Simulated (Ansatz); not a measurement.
Two isomers of C3H5NO: A = `CC(N)=C=O`, B = `NC1CC1=O`.

Gas-phase electronic energies from Ansatz, PBE0-D4/def2-TZVP geometries. CCSD(T)/CBS adds triple-zeta CCSD(T) − MP2 to the extrapolated MP2 energy (def2 sets, frozen cores). Functionals use def2-TZVPP. B3LYP here is the variant with VWN-RPA as its local correlation; programs differ in this. One conformer a species, not always the lowest.

(1) Which isomer does CCSD(T)/CBS put lower? Give the gap. (Best estimate.)

(2) Give E(B) − E(A) in kcal/mol with CCSD(T)/def2-TZVPP, ωB97M-V, r2SCAN-D4, B3LYP, LDA (SPW92), BLYP-D4, CCSD(T)/def2-SVP. (An estimate is asked.)

(3) Does the order hold for the free energy at 298.15 K (harmonic terms from PBE0-D4)? (An estimate is asked.)

Largest T1 diagnostic: 0.015.

## Answers

(1) Computed: A, by 18.4 kcal/mol.

(2) Computed: CCSD(T)/def2-TZVPP 18.5, ωB97M-V 18.1, r2SCAN-D4 19.0, B3LYP 21.0, LDA (SPW92) 16.3, BLYP-D4 22.5, CCSD(T)/def2-SVP 18.5. None reverses the order clearly.

(3) Computed: Yes: G(B) − G(A) = +19.0 kcal/mol, for one conformer each.

From PBE to PBE0 (25 % exact exchange), in def2-TZVPP and without D4, E(B) − E(A) moves by −1.4 kcal/mol. In def2-TZVPP, CCSD(T) changes the Hartree–Fock value by −2.0 kcal/mol (the triples alone add +0.4 kcal/mol) and MP2 by −1.8 kcal/mol.
